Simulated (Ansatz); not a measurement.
Harmonic frequencies (cm⁻¹) at PBE0-D4/def2-TZVP from Ansatz: 692, 960, 1141, 1356, 1359, 1510, 2919, 2992, 3036.

(1) Which molecule is it?
A. `[CH2]O`•
B. `C[O]`•
C. `[O]C(F)F`•
D. `[SiH2]S`•

Answers

(1) B.
